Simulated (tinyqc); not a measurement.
Hueckel theory of the pi electrons with the omega technique, for the molecule C=CN=C (SMILES; centres numbered as the heavy atoms are written), step by step. One step of it, computed by the program tinyqc.

Question. Orbitals, round 2. Diagonalise; E = alpha + x beta with beta < 0, so the largest x are filled first; degenerate levels share their electrons. P = sum n_i c_ri c_si; each orbital has its largest coefficient positive (the first on a tie).

matrix after round 1, lower triangle:
```
           1C        2C        3N        4C
1C  -0.008981
2C   1.000000  0.008183
3N   0.000000  0.910000  0.375230
4C   0.000000  0.000000  0.910000  0.085568
```

pi electrons, sum of z_r less the charge = 4

Give: x values; occupations; coefficients; charge and bond-order matrix P.

Answer.

x values: 1.672  0.683  -0.499  -1.396

occupations: 2.000  2.000  0.000  0.000

coefficients:
```
      MO1     MO2     MO3     MO4
1C  0.333   0.618   0.529  -0.476
2C  0.560   0.428  -0.260   0.660
3N  0.658  -0.362  -0.437  -0.495
4C  0.377  -0.551   0.679   0.304
```

charge and bond-order matrix P, lower triangle:
```
        1C      2C     3N     4C
1C   0.987
2C   0.903   0.994
3N  -0.009   0.427  1.128
4C  -0.430  -0.049  0.895  0.891
```
